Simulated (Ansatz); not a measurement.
# Worked example: C4H9N → C2H3N + C2H6

Species: C4H9N `C=CNCC`, singlet; C2H3N (acetonitrile) `CC#N`, singlet; C2H6 (ethane) `CC`, singlet. 

Shapes, held fixed at every level: PBE0-D4/def2-TZVP. Flexible molecules stand in one conformer, not always the lowest. Programs: Ansatz 0.2.0. Electronic energies: no zero-point or thermal term.

At CCSD(T)/CBS estimate; 1 Eh = 2625.50 kJ/mol:

```
species  energy (Eh)
  C4H9N  -212.302681
  C2H3N  -132.594918
   C2H6   -79.719537
```

**Question.** Work out ΔE of the reaction at this level.

**Answer.** 
1. Products less reactants: (-132.594918) + (-79.719537) − [(-212.302681)] = -0.011774 Eh = -30.9 kJ/mol.

Other levels give -66.7 (HF/def2-TZVPP) to -8.0 kJ/mol (PBE-D4/def2-TZVPP). No measured value is set beside it here. The CBS estimate extrapolates MP2 from def2-TZVPP and def2-QZVPP and adds CCSD(T) − MP2 in the triple-zeta set, cores frozen.
